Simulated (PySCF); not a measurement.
Rows and methods have been separated. Pair them.

Compound: C₄H₁₁P.
SMILES: `CP(C)(C)=C`

The closed-shell ground state was solved 6 times with PySCF (density fitting, gas phase), always with PBE0, in these basis sets: 6-311+G(2d,p), 6-31G, 6-31G*, STO-3G, def2-SVP and def2-TZVP. Geometry: PBE0-D3(BJ)/def2-SVP; no solvent, vibrations or thermal averaging.

```csv
row,total energy (Eh),HOMO (eV),LUMO (eV),dipole (D)
P,-499.8040,-4.55,1.35,3.10
Q,-494.2469,-0.56,7.17,3.43
R,-499.9975,-4.38,2.27,2.97
S,-499.9008,-4.14,2.20,3.23
T,-500.1054,-4.80,0.77,3.17
U,-500.0889,-4.83,-0.16,3.28
```

Problem. Which basis belongs to which row?

Solution. P = def2-SVP, Q = STO-3G, R = 6-31G*, S = 6-31G, T = def2-TZVP, U = 6-311+G(2d,p). From the lowest total energy up: def2-TZVP (227 functions) 0 eV; 6-311+G(2d,p) (209 functions) +0.45 eV; 6-31G* (96 functions) +2.94 eV; 6-31G (71 functions) +5.57 eV; def2-SVP (129 functions) +8.20 eV; STO-3G (40 functions) +159.42 eV.
